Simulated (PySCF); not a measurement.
Compound: (Z)-2-butenenitrile, C4H5N.
SMILES: `C(#N)/C=C\C`

The closed-shell ground state was solved at several levels (PySCF, density fitting, gas phase, non-relativistic). Isolated species at its PBE0-D3(BJ)/def2-TZVP geometry, gas phase.

```json
{"level": "PBE0/pcSseg-2", "basis functions": "250", "total energy (Eh)": "-209.9719", "HOMO (eV)": "-7.99", "LUMO (eV)": "-1.38", "gap (eV)": "6.61", "dipole (D)": "4.34"}
{"level": "wB97X-D/aug-cc-pVTZ", "basis functions": "345", "total energy (Eh)": "-210.1483", "HOMO (eV)": "-9.77", "LUMO (eV)": "0.41", "gap (eV)": "10.18", "dipole (D)": "4.35"}
{"level": "B97-2/pcSseg-2", "basis functions": "250", "total energy (Eh)": "-210.1512", "HOMO (eV)": "-7.74", "LUMO (eV)": "-1.43", "gap (eV)": "6.31", "dipole (D)": "4.32"}
{"level": "wB97X-D/pcSseg-2", "basis functions": "250", "total energy (Eh)": "-210.1526", "HOMO (eV)": "-9.78", "LUMO (eV)": "0.41", "gap (eV)": "10.19", "dipole (D)": "4.37"}
{"level": "KT3/pcSseg-2", "basis functions": "250", "total energy (Eh)": "-213.6025", "HOMO (eV)": "-6.89", "LUMO (eV)": "-2.28", "gap (eV)": "4.61", "dipole (D)": "4.17"}
{"level": "PBE0/aug-cc-pVTZ", "basis functions": "345", "total energy (Eh)": "-209.9686", "HOMO (eV)": "-7.98", "LUMO (eV)": "-1.38", "gap (eV)": "6.60", "dipole (D)": "4.33"}
```

(1) Estimate the row for CAM-B3LYP/aug-cc-pVTZ, a basis of 345 functions; the other rows only guide the guess.

(2) In the pcSseg-2 basis, how does the gap go with the fixed share of exact exchange?

(3) How far do the dipole and the HOMO energy spread over the levels?

Answers

(1) Total energy -210.1140 Eh, HOMO -9.27 eV, LUMO -0.26 eV, gap 9.01 eV, dipole 4.38 D.

(2) KT3 (0 %) 4.61 eV; B97-2 (21 %) 6.31 eV; PBE0 (25 %) 6.61 eV. Each rise in the share widens the gap here.

(3) The dipole runs from 4.17 to 4.38 D (mean 4.32 D) and the HOMO from -9.78 to -6.89 eV.

wB97X-D is run here without its empirical dispersion term; that term would change no orbital, density or response property at a fixed geometry.
